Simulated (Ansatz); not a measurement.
# PH3 (phosphine): the energy to break a bond

The species is PH3 (4 atoms), meant as a singlet with charge 0. As SMILES, `P`. The shape was relaxed beforehand at r2SCAN/def2-SVP.

```jsonl
{"atom": "P", "x (Å)": "0.3517", "y (Å)": "-0.3319", "z (Å)": "-0.3383"}
{"atom": "H", "x (Å)": "0.6310", "y (Å)": "-0.0326", "z (Å)": "1.0313"}
{"atom": "H", "x (Å)": "-1.0098", "y (Å)": "-0.6632", "z (Å)": "-0.0559"}
{"atom": "H", "x (Å)": "0.0272", "y (Å)": "1.0277", "z (Å)": "-0.6370"}
```

Wanted: the dissociation energy of the H2–P1 bond into doublet H and doublet PH2 (shapes relaxed at r2SCAN/def2-SVP, no zero-point term). 1 Eh = 2625.50 kJ/mol = 27.2114 eV. Totals in Eh; open shells run unrestricted unless said.

```tsv
level	program	PH3	doublet H	doublet PH2
HF/def2-TZVPP	Ansatz	-342.483106	-0.499810	-341.882084
BLYP/def2-TZVPP	Ansatz	-343.143810	-0.497552	-342.510488
PBE/def2-TZVPP	Ansatz	-342.983883	-0.499616	-342.348910
```

Q: Work out the dissociation energy at each level.

A: 
1. HF/def2-TZVPP: (-0.499810) + (-341.882084) − (-342.483106) = 0.101212 Eh = 265.7 kJ/mol = 2.75 eV.
2. BLYP/def2-TZVPP: (-0.497552) + (-342.510488) − (-343.143810) = 0.135770 Eh = 356.5 kJ/mol = 3.69 eV.
3. PBE/def2-TZVPP: (-0.499616) + (-342.348910) − (-342.983883) = 0.135357 Eh = 355.4 kJ/mol = 3.68 eV.

The levels span 266 to 356 kJ/mol; no measured value is set beside them. Hartree–Fock lacks the correlation of the bonding electrons, so it comes out low. A bond enthalpy at 298 K also holds the loss of zero-point energy and thermal terms.
